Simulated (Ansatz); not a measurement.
Species: BF$_{3}$, SMILES `FB(F)F` (charge 0, multiplicity 1), formula BF3.

Task: How many basis functions does Ansatz (a program for electronic structure) with frozen-core CCSD(T)/cc-pVTZ // PBE0-D3(BJ)/def2-TZVP use, how many core orbitals are frozen, and how many electrons are correlated?

Result: 120 basis functions and 4 frozen orbitals, which leaves 24 correlated electrons. Core time is of the order of seconds.
